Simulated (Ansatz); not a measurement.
The same path of CH₅N₂S (9 atoms, charge 1, multiplicity 1) was run twice with different band settings. The coordinate that changes most is the dihedral H5–N1–C2–S4.

Theory: RKS BHLYP/def2-SVP in Ansatz 0.2.0.

Relaxed end points:

```xyz
9
Properties=species:S:1:pos:R:3
N -0.324 1.155 -0.545
C -0.268 -0.171 -0.525
N 0.405 -0.664 0.733
S -0.781 -1.266 -1.582
H -0.756 1.598 -1.342
H 0.032 1.758 0.179
H 1.374 -0.338 0.812
H 0.416 -1.687 0.690
H -0.098 -0.385 1.581
```

```xyz
9
Properties=species:S:1:pos:R:3
N -0.323 1.155 -0.544
C -0.268 -0.172 -0.525
N 0.405 -0.664 0.732
S -0.780 -1.266 -1.581
H 0.032 1.757 0.180
H -0.755 1.599 -1.341
H 1.373 -0.337 0.810
H 0.415 -1.687 0.690
H -0.099 -0.384 1.580
```

Common settings: spring 5.0 eV/Å²; optimiser quadratic models (default); start path through a guess of the saddle point; force threshold 0.03 eV/Å; end points relaxed.

| run | movable images | climbing image | iteration limit |
| --- | --- | --- | --- |
| 1 | 7 | yes | 38 |
| 2 | 6 | no | 53 |

(1) What does each run give, and how far can it be trusted?

Answers

(1) Run 1: converged after 9 iterations, highest image 0.582 eV above the first end. A vibrational analysis at the climbing image gives one clearly imaginary mode, 473i cm⁻¹: a first-order saddle point.
Run 2: converged after 8 iterations, highest image 0.547 eV above the first end. No image climbed, so the highest image needn't sit at the top of the path.
